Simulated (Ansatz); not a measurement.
`CC1CC1=N` → `C1=NCCC1`  (isomerisation)

Isolated molecules relaxed with PBE0-D4/def2-TZVP in Ansatz; ΔE leaves out vibrations. CCSD(T)/CBS adds triple-zeta CCSD(T) − MP2 to the extrapolated MP2 energy (def2 sets, frozen cores). Functionals use def2-TZVPP. B3LYP here is the variant with VWN-RPA as its local correlation; programs differ in this. One conformer a species, not always the lowest.

| level | ΔE (kcal/mol) | difference from CCSD(T)/CBS |
| --- | --- | --- |
| PBE-D4 | -27.6 | 4.1 |
| r2SCAN-D4 | -28.5 | 3.2 |
| ωB97M-V | -30.1 | 1.6 |
| B2PLYP | -29.8 | 1.9 |
| PBE | -27.1 | 4.6 |
| r2SCAN | -28.4 | 3.3 |
| PBE0 | -29.3 | 2.4 |
| B3LYP | -28.2 | 3.5 |
| HF/def2-TZVPP | -32.0 | -0.3 |
| MP2/def2-TZVPP | -31.3 | 0.4 |
| CCSD/def2-TZVPP | -31.8 | -0.1 |
| HF/def2-QZVPP | -32.0 | -0.3 |
| SCS-MP2/def2-QZVPP | -31.6 | 0.1 |
| HF/CBS(def2) | -32.0 | -0.3 |
| MP2/CBS(def2) | -31.3 | 0.4 |
| CCSD/CBS(def2) | -31.8 | -0.1 |
| CCSD(T)/CBS | -31.7 | 0 |

Largest T1 diagnostic among the species: 0.011.

From PBE to PBE0 (25 % exact exchange), in def2-TZVPP and without D4, ΔE moves by −2.1 kcal/mol. The D4 term adds −0.8 kcal/mol with B3LYP and −0.3 kcal/mol with PBE0; it sums over pairs of atoms, weighted by their polarisabilities, and B3LYP, whose exchange is more repulsive, gets the larger term.
